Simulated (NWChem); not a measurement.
**Atomisation of carbon tetrachloride (CCl₄)**

```xyz
5

Cl     1.4595     0.0000     1.0320
C      0.0000     0.0000     0.0000
Cl    -1.4595     0.0000     1.0320
Cl     0.0000     1.4595    -1.0320
Cl     0.0000    -1.4595    -1.0320
```
Charge 0, spin multiplicity 1.

Program: NWChem. Structure: optimised with B3LYP/def2-SVP, a minimum by its harmonic frequencies.

Basis set: def2-TZVP. The atomisation energy is electronic alone: no zero-point, thermal, spin-orbit or counterpoise terms. No value is extrapolated to the basis-set limit. Free atoms are single determinants with multiplicities Cl 2, C 3. Correlated methods freeze the same cores in atoms and molecule, 21 orbitals in all.

| method | atomisation energy (kcal/mol) | relative cost |
|---|---|---|
| BHandHLYP | 276.8 | 1 |
| B3LYP | 296.8 | under 3 |
| PBE0 | 318.2 | under 3 |
| BP86 | 325.6 | under 3 |
| PBE | 334.2 | under 3 |
| HF | 178.2 | under 3 |
| M06-2X | 314.8 | under 3 |
| MP2 | 321.2 | 3 |

The values span 156.0 kcal/mol, from HF (lowest) to PBE (highest). Costs are rough ratios of processor time within this set of runs, SCF included, with BHandHLYP as 1. Costs are the molecule's.

B3LYP has NWChem's definition, with VWN1-RPA local correlation. The stability of the SCF solutions was not checked. Open-shell Hartree-Fock references start from PBE0 orbitals; any time given for them includes that run.
